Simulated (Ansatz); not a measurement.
CH3NSi, SMILES `N#C[SiH3]`: measurement beside calculation (Ansatz, PBE0-D4/def2-TZVP geometry).

```xyz
6

N     0.449    1.632   -1.721
C     0.236    0.853   -0.900
Si   -0.109   -0.396    0.418
H    -0.588   -1.626   -0.250
H    -1.144    0.172    1.308
H     1.156   -0.636    1.146
```

Measured: 3.44 D (permanent electric dipole moment, closed-shell ground state). Source: New molecules in IRC+10216: confirmation of C$_5$S and tentative identification of MgCCH, NCCP, and SiH$_3$CN, 2014 (arxiv:1408.6306).

```csv
functional (def2-TZVPP),dipole (D),error (D)
PBE,3.40,-0.04
r2SCAN,3.46,0.02
B3LYP,3.50,0.06
ωB97M-V,3.49,0.05
```

The measured dipole is a vibrational average; the computed one belongs to the fixed geometry.

B3LYP here is the variant with VWN-RPA as its local correlation; programs differ in this.
